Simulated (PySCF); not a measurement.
Species: C3H4O.
InChI=1S/C3H4O/c1-2-3-4/h1,4H,3H2

Torsions of this conformer, `[CH:1]#[C:2][CH2:3][OH:4]`: H–O4–C3–C2 179°.

The closed-shell ground state was solved at several levels (PySCF, density fitting, gas phase, non-relativistic). The structure is a single PBE0-D3(BJ)/def2-SVP conformer in the gas phase; no vibrational or solvent corrections.

```csv
level,basis functions,HOMO (eV),LUMO (eV),gap (eV),dipole (D)
PBE0/pcSseg-2,200,-7.65,-0.03,7.62,1.94
PBE/pcJ-1,148,-6.14,-0.55,5.59,1.95
mPW1PW91/pcSseg-2,200,-7.68,-0.04,7.64,1.94
OPBE/pcSseg-2,200,-6.26,-0.80,5.46,1.86
BP86/pcSseg-2,200,-6.41,-0.89,5.52,1.89
PBE0/aug-cc-pVDZ,128,-7.64,-0.41,7.23,1.87
PBE0/6-31G*,64,-7.28,1.01,8.29,1.88
PBE0/def2-SVPD,115,-7.68,0.02,7.70,1.90
B3LYP/def2-TZVP,148,-7.40,-0.09,7.31,1.91
KT2/pcSseg-2,200,-6.38,-0.90,5.48,1.82
B3LYP/pcJ-0,64,-7.21,0.77,7.98,2.25
```

**Question.** What might HF/pcSseg-2 (200 basis functions) give for the same quantities?

**Answer.** HOMO -10.50 eV, LUMO 2.37 eV, gap 12.87 eV, dipole 2.05 D.

**Question.** Over all these levels, which gives the widest orbital gap and which the narrowest?

**Answer.** HF/pcSseg-2 (Hartree–Fock, all exact exchange) has the widest, 12.87 eV, and OPBE/pcSseg-2 (GGA) the narrowest, 5.46 eV. The two share the basis. From the narrowest to the widest the HOMO moves by -4.24 eV and the LUMO by +3.17 eV.

**Question.** How much does the basis alone move the frontier levels among the 4 PBE0 rows?

**Answer.** The HOMO by 0.40 eV and the LUMO by 1.42 eV. By rising basis size (HOMO, LUMO in eV): 6-31G* -7.28, 1.01; def2-SVPD -7.68, 0.02; aug-cc-pVDZ -7.64, -0.41; pcSseg-2 -7.65, -0.03.

**Question.** In the pcSseg-2 basis, how does the gap go with the fixed share of exact exchange?

**Answer.** OPBE (0 %) 5.46 eV; KT2 (0 %) 5.48 eV; BP86 (0 %) 5.52 eV; PBE0 (25 %) 7.62 eV; mPW1PW91 (25 %) 7.64 eV; HF (100 %) 12.87 eV. Each rise in the share widens the gap here.

**Question.** How far do the dipole and the HOMO energy spread over the levels?

**Answer.** The dipole runs from 1.82 to 2.25 D (mean 1.94 D) and the HOMO from -10.50 to -6.14 eV.
